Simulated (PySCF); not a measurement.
Working out the ionisation energy of Al

Al [Ne] 3s2 3p1 (2P) → Al+ [Ne] 3s2 (1S). Calculation: PySCF 2.14, in pcseg-2; the non-relativistic Hamiltonian (point nucleus). Frozen: [Ne]. Energies in hartree (1 hartree = 27.21139 eV):

```csv
part,Al (lower),Al+ (upper)
UHF,-241.869341,-241.665111
CCSD correlation,-0.044670,-0.038900
(T),-0.000690,0.000000
```

Task: What does Hartree-Fock give?

Result: (-241.665111) − (-241.869341) = 0.204230 hartree = 5.557 eV.

Task: What do CCSD and CCSD(T) give?

Result: The CCSD correlation energies differ by 0.005770 hartree = 0.157 eV and the triples by 0.000690 hartree = 0.019 eV, so CCSD gives 5.714 eV and CCSD(T) 5.733 eV.

Measured between the centres of the two terms (NIST): 5.977 eV, so CCSD(T) (valence) is off by -0.244 eV.

What remains against the reference includes basis incompleteness, the frozen core and higher excitations.
